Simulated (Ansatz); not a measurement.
1T (CdI2-type) CdI2, treated with PBE0-D4 (Ansatz, an electronic-structure program, plane waves, PAW).

Run with plane-wave cutoff 500 eV, 6×6×4 k mesh (along the axes of the cell as run), gaussian smearing 0.02 eV, scalar-relativistic PAW data made under PBE.

Computed at the level's own relaxed cell.

Problem. Give the computed volume per atom, equilibrium lattice constant a and c axis length.

Solution. 
- volume per atom: 34.85 Å³/atom
- equilibrium lattice constant a: 4.217 Å
- c axis length: 6.788 Å

Measured, for comparison: lattice constant a 4.244 Å, lattice parameter c 6.859 Å (temperature not stated, no zero-point or thermal correction; as tabulated in de Haan, NBS Special Publication (1969), 233, by the Crystallography Open …). Computed (rounded) less measured: lattice constant a -0.6 %, lattice parameter c -1.0 %. A static lattice is as a rule a little smaller and stiffer than an uncorrected measurement, which narrows the difference in the lattice constant a, lattice parameter c and would widen misses of the other sign.

Spin–orbit coupling is not included.

Static lattice: no zero-point or thermal effects.

Computing time: about 30 core-minutes (a rough figure).
